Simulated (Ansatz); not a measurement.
We consider antifluorite Cu₂Se (high-temperature phase), described by LDA (Ansatz, a quantum-chemistry and plane-wave program, PAW).

Run with plane-wave cutoff 500 eV, 12×12×12 k mesh, Fermi–Dirac smearing 0.05 eV, no spin polarisation, scalar-relativistic PAW data made under PBE.

Computed at the level's own relaxed cell.

Question: What does this level give for the volume per atom and equilibrium lattice constant a?

Answer: 
volume per atom: 15.04 Å³/atom
equilibrium lattice constant a: 5.652 Å

Note: symmetry holds this phase in the static calculation, where it need not be a minimum; the relaxation could not lower the start's symmetry, so the cell can be a saddle point above a distorted one.

It cost about 40 core-seconds (a rough figure) of CPU time.
